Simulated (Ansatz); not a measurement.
Density of states of Cl (Cmce, a = 7.903 Å, b = 4.290 Å, c = 8.342 Å, α = 90.00°, β = 90.00°, γ = 90.00°), in states per eV and primitive cell, averaged over bins of 0.5 eV. Computed with DFT PBE, scalar-relativistic, plane waves, PAW in Ansatz 0.2.0.

Plane waves to 420 eV, a k mesh through Γ of 8×8×4 on the computed 4-atom cell and Gaussian smearing (0.02 eV); no spin polarisation.

The cell is relaxed at this level. The states (both spins) are summed by tetrahedra on a 12×12×6 mesh at the self-consistent density. Energies are bin centres; the table starts no lower than −8 eV and ends at 6 eV, or lower where the solved bands end.

The gap is 2.29 eV at this level, with the zero inside it.

```
E − E_F (eV) total Cl 3p Cl 3s
       -6.30   5.17   4.67   0.43
       -5.80   2.82   2.49   0.29
       -5.30   0.01   0.00   0.00
       -4.80   0.00   0.00   0.00
       -4.30   6.33   6.24   0.04
       -3.80   9.67   9.56   0.03
       -3.30   0.00   0.00   0.00
       -2.80   0.00   0.00   0.00
       -2.30   0.00   0.00   0.00
       -1.80   6.40   6.35   0.03
       -1.30   9.60   9.54   0.02
       -0.80   0.00   0.00   0.00
       -0.30   0.00   0.00   0.00
        0.20   0.00   0.00   0.00
        0.70   0.00   0.00   0.00
        1.20   1.98   1.80   0.13
        1.70   6.02   5.53   0.29
        2.20   0.00   0.00   0.00
        2.70   0.00   0.00   0.00
        3.20   0.00   0.00   0.00
        3.70   0.00   0.00   0.00
        4.20   0.00   0.00   0.00
        4.70   0.00   0.00   0.00
        5.20   0.19   0.00   0.00
        5.70   0.71   0.01   0.00
```

The columns after the total are the Löwdin projections on the occupied valence shells of the potentials. The rest of the total lies in shells that are empty in the free atom, which aren't projected, and between the atoms.

The cell holds molecules, and where no dispersion correction was added their binding is poorly described.

Cost: 1 run of about 2.7 core-minutes, on Intel Xeon Processor @ 2.50GHz (Skylake/Cascade Lake) (shared hosts).